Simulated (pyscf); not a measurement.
One addition across a multiple bond or ene-type step on the singlet surface with elements of a group swapped. ωB97M-D3(BJ)/def2-TZVP, kcal/mol, from the separated reactants. Optimised with ωB97X-D3(BJ)/def2-SVP in PySCF.

```
step                                                               barrier  reaction energy  imaginary mode (i cm⁻¹)
-----------------------------------------------------------------  -------  ---------------  -----------------------
`[O]=[Mo](=[O])([F])[F]` + `[H][H]` → `[O]=[MoH]([OH])([F])[F]`          ?                ?                     1700
`[O]=[W](=[O])([Cl])[Cl]` + `[H][H]` → `[O]=[WH]([OH])([Cl])[Cl]`     36.7             +5.4                     1695
`[O]=[Cr](=[O])([F])[F]` + `[H][H]` → `[O]=[CrH]([OH])([F])[F]`       45.7            +11.5                     1759
```

Task: What belongs in the gaps?

Result: 
- `[O]=[Mo](=[O])([F])[F]` + `[H][H]` → `[O]=[MoH]([OH])([F])[F]`, barrier: 37.9
- `[O]=[Mo](=[O])([F])[F]` + `[H][H]` → `[O]=[MoH]([OH])([F])[F]`, reaction energy: +7.6

Each row is the saddle that its search found. Elements past Kr carry the def2 core potentials, without spin-orbit coupling.
